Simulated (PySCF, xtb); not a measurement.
acetonitrile (C2H3N), SMILES CC#N.

Harmonic wavenumbers (cm⁻¹) from GFN2-xTB (xtb 6.7.1) at its own minimum, in rising order: 388, 388, 993, 998, 998, 1368, 1427, 1427, 2422, 3018, 3019, 3020.

Problem. What does ωB97X-D3(BJ)/def2-TZVP in PySCF give at its own minimum? (The exact figures need the calculation; the answer reports its results.)

Solution. 389, 389, 939, 1068, 1068, 1420, 1482, 1482, 2414, 3088, 3170, 3170. Paired by order, the mean absolute difference is 62 cm⁻¹ and the zero-point energies are 27.8 and 28.7 kcal/mol.
